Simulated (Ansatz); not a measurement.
How methods differ on AlH3 (SMILES [AlH3])

AlH3 has 4 atoms, charge 0, and is taken as a singlet. As SMILES, `[AlH3]`. The coordinates come from a PBE0-D4/def2-TZVP relaxation.

```csv
atom,x (Å),y (Å),z (Å)
Al,0.0137,-0.0148,-0.0051
H,0.6332,0.6709,1.2836
H,-1.3408,-0.8320,0.1051
H,0.7494,0.1157,-1.4039
```

Quantity: the energy change with the Al1–H3 bond stretched from 1.586 to 2.379 Å, in eV. The values are calculated.

```tsv
level	kind	program	value (eV)	CPU time (all runs)
HF/6-31G* (spherical functions) (restricted)	Hartree–Fock	Ansatz	1.97	0.24 s
SVWN5/6-31G* (spherical functions) (restricted)	LDA	Ansatz	1.57	1 s
BLYP/6-31G* (spherical functions) (restricted)	GGA	Ansatz	1.58	1.4 s
BHLYP/6-31G* (spherical functions) (restricted)	global hybrid	Ansatz	1.89	1.4 s
wB97X/6-31G* (spherical functions) (restricted)	range-separated hybrid	Ansatz	1.83	6.8 s
B2PLYP/6-31G* (spherical functions) (restricted)	double hybrid	Ansatz	1.78	2 s
RPA@PBE/6-31G* (spherical functions) (restricted)	RPA	Ansatz	1.59	2.1 s
BCCD(T)/6-31G* (spherical functions) (restricted)	coupled cluster or CI	Ansatz	1.60	0.39 s
FCI/3-21G	exact in the basis	Ansatz	1.42	0.7 s
```

A spin-restricted reference rises too steeply as a bond breaks; here HF/6-31G*, BHLYP/6-31G*, wB97X/6-31G* lie well above the multireference or unrestricted value. The first shape isn't each level's own minimum. The values span 1.42 to 1.97 eV. High-level rows in very small sets aren't better than simpler rows in larger ones. In so small a basis fixed costs decide the times, and correlated methods can beat functionals. CPU times are rough (shared hosts, several kinds of processor and program).
